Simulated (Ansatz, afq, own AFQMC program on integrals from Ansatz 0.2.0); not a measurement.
Integrals from Ansatz 0.2.0, then the random walk in our own AFQMC program (afq).

```yaml
crystal:
  periodic: [false, false, false]
  atoms:
    - {symbol: Si, position_ang: [0.000000, 0.000000, 1.244439]}
    - {symbol: O, position_ang: [0.000000, 0.000000, -2.418561]}
    - {symbol: H, position_ang: [0.000000, 1.331946, 1.857675]}
    - {symbol: H, position_ang: [0.000000, -1.331946, 1.857675]}
basis:
  gaussian: {orbitals: cc-pVDZ}
magnetization: {spin_polarized: false, initial_magnetization: 2}
correlation: {method: ccsd_t, electrons: outside_noble_gas, hamiltonian_folder: ham}
```

```sh
$ ansatz run in.yaml --threads 1 --pin off --events-out ev --progress --plain --max-ram 1382MiB
```

Options of the walk:

```
--method phaseless --trial hf --walkers 120 --populations 1 --least-time 40 --time-step 0.005 --steps-per-block 20 --equilibration-blocks 160 --max-blocks 600 --target-error 0.00252 --factor-cut 1e-05 --start spin_pure --seed 2109 --taylor-order 6
```

Times are imaginary, in 1/Eh. The walk had a cap of 1252 s.

```
orbitals 36  electrons 7 5  factors 236 of 399
reference energy -364.76986484 Eh
CCSD correlation -0.24004641 Eh in 16 cycles, weight of the determinant in the CISD state 0.8751
energy of the start -364.769873 Eh
 block  time / (1/Eh)  mean weight  energy / Eh
     1     0.100  1.0014  -364.828565
     2     0.200  1.0019  -364.857308
     3     0.300  1.0019  -364.895011
     4     0.400  1.0018  -364.911962
     5     0.500  1.0029  -364.933958
     7     0.700  0.9995  -364.959095
     9     0.900  1.0005  -364.980825
    15     1.500  0.9996  -364.978644
    43     4.300  1.0000  -365.003929
    71     7.100  1.0000  -365.024911
    99     9.900  0.9985  -365.023568
   127    12.700  0.9993  -365.026110
   155    15.500  1.0016  -364.993529
   183    18.300  1.0003  -364.995095
   211    21.100  1.0019  -365.006993
   239    23.900  0.9995  -365.018063
   267    26.700  1.0021  -365.029479
   295    29.500  1.0023  -365.008287
   323    32.300  0.9982  -365.007123
   351    35.100  1.0013  -365.023686
   379    37.900  1.0000  -365.059322
   407    40.700  1.0002  -365.035419
   435    43.500  0.9977  -364.994787
   463    46.300  1.0012  -364.993613
   477    47.700  1.0000  -364.981147
   491    49.100  1.0019  -365.034622
   519    51.900  1.0022  -364.990649
   547    54.700  1.0010  -364.993313
blocks merged  error / Eh  count
     1  0.000948  400
     2  0.001184  200
     4  0.001529  100
     8  0.001874  50
    16  0.002129  25
    32  0.002115  12
energy -365.016441 +/- 0.002129 Eh
(rows thinned)
```

Task: Estimate how long the walk took on 1 thread of Arm Neoverse V2 (shared host).

Result: 3.7 min of wall time.

The run passed its tests (sampling time, drift between the halves within three errors, error under three times the target), which doesn't prove that it has relaxed.

Against this walk (error 57.9 meV) on the same determinant: CCSD(T) 85.7 meV higher (within the noise), CCSDT(Q) 55.3 meV higher (within the noise), a separate phaseless walk with a CISD trial and standard settings 91.8 ± 59.1 meV higher (within the noise). The error is statistical and leaves out the bias of the constraint.

Cautions: constraint bias not in the error; lower spins were not checked; higher spins were not checked; a spin-contaminated unrestricted determinant lies lower (UHF 644 meV lower, ⟨S²⟩ 2.79); CCSDT(Q) on the UHF determinant differs (57 meV lower), perhaps since the unrestricted series falls towards higher spin.

CCSDT and higher add their correlation energy to the determinant of the CCSD(T) run, since their own runs factorise the integrals more tightly (a shift of under 2 meV). A walk keeps the symmetry of its determinant, which the program's search chose and which needn't be the lowest solution, so a lower state of the same spin and another symmetry isn't excluded.
